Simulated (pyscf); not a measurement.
## Insertion: H₂S (SMILES S) + Cl–Ge:–Cl (SMILES [Cl][Ge][Cl]) [singlet] -> HS–GeH(Cl)–Cl (SMILES [SH][GeH]([Cl])[Cl])

Gas phase, singlet surface, charge 0. Bonds broken: S1–H2. Bonds formed: S1–Ge5, H2–Ge5. Single points on ωB97X-D3(BJ)/def2-SVP structures (PySCF, gas phase). MP2 and CC: frozen core, UHF for open shells. ΔMP2 is the change of the MP2 total energy from the triple- to the quadruple-zeta basis.

Transition state (Å):

```xyz
6

S      0.3028     1.8450    -0.0027
H      1.2372     0.5142    -0.8255
H      1.1720     1.7589     1.0254
Cl    -1.7637    -0.8734    -0.9302
Ge     0.2296    -0.5838    -0.1770
Cl     0.2423    -1.1825     1.8942
```

One imaginary mode, 1294i cm⁻¹; descent along it reached the two sides named, in the forms told below.

| bond | change | reactant side (Å) | saddle | product side |
|---|---|---|---|---|
| S1–H2 | breaks | 1.348 | 1.822 | 3.2 |
| S1–Ge5 | forms | 2.8 | 2.436 | 2.191 |
| H2–Ge5 | forms | 3.1 | 1.625 | 1.525 |

Electronic energies relative to the separated reactants (eV):

| level | barrier | reaction energy | reverse barrier |
|---|---|---|---|
| ωB97X-D3(BJ)/def2-TZVP | 1.29 | -1.16 | 2.46 |
| PBE/def2-TZVP | 0.98 | -0.72 | 1.70 |
| r²SCAN/def2-TZVP | 0.94 | -1.01 | 1.95 |
| B3LYP-D3(BJ)/def2-TZVP | 1.26 | -0.74 | 2.00 |
| PBE0-D3(BJ)/def2-TZVP | 1.04 | -1.03 | 2.07 |
| M06-2X/def2-TZVP | 1.26 | -1.06 | 2.31 |
| ωB97M-D3(BJ)/def2-TZVP | 1.45 | -0.83 | 2.28 |
| HF/def2-TZVP | 2.16 | -0.90 | 3.07 |
| MP2/def2-QZVPP | 1.09 | -1.13 | 2.23 |
| CCSD/def2-TZVPP | 1.42 | -1.05 | 2.47 |
| CCSD(T)/def2-TZVPP | 1.23 | -1.07 | 2.30 |
| CCSD(T)/def2-TZVPP + ΔMP2(QZVPP) | 1.25 | -0.98 | 2.23 |

With CCSD(T)/def2-TZVPP + ΔMP2(QZVPP) energies and thermal terms (ideal gas, 1 atm, RRHO with modes under 100 cm⁻¹ raised to 100, one conformer, R ln 2 for rigid chiral ones), in eV:

```
T (K)   ΔH‡   ΔG‡     ΔH     ΔG
-----  ----  ----  -----  -----
298    1.21  1.67  -0.93  -0.48
600    1.24  2.12  -0.90  -0.03
900    1.27  2.56  -0.85  +0.40
1200   1.30  2.99  -0.80  +0.80
```

On the reactant side the descent ends in a bound adduct (not fully relaxed), 0.52 eV under the separated species and 1.81 eV under the saddle at ωB97X-D3(BJ)/def2-TZVP. This is the saddle that the search found; another between the same sides may lie lower. The CCSD(T) − MP2 part came from Ansatz, without density fitting, on the same reference. The frozen core leaves the outer d or s,p core shells of the metals and heavy elements correlated in the MP2 and CC values, and def2-TZVPP describes them poorly, which can shift differences by a few kcal/mol. Elements up to Kr have no core potential and no relativistic terms here.
